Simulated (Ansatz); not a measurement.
We consider hcp Zr, described by BLYP in Ansatz (plane waves, PAW).

Run with plane-wave cutoff 520 eV, 18×18×8 k mesh (along the axes of the cell as run), Fermi–Dirac smearing 0.1 eV, perturbation theory, scalar-relativistic PAW data made under PBE.

Computed at the level's own relaxed cell.

```
Zr
1.0
    3.26727     0.00000     0.00000
   -1.63364     2.82954     0.00000
    0.00000     0.00000     5.22804
Zr
2
Cartesian
  1.63364   0.94318   3.92103
  0.00000   1.88636   1.30701
```

Harmonic phonon frequencies (cm⁻¹; i marks an imaginary mode):

```csv
q point,frequencies
Γ,(withheld)
M,(withheld)
K,111 111 127 128 128 181
```

**Question.** Some entries are withheld; supply them.

**Answer.** 
- Γ, frequencies: 0 0 0 68 68 139
- M, frequencies: 67 69 136 140 148 159

No imaginary mode appears at these points.

Ansatz is an electronic-structure program.
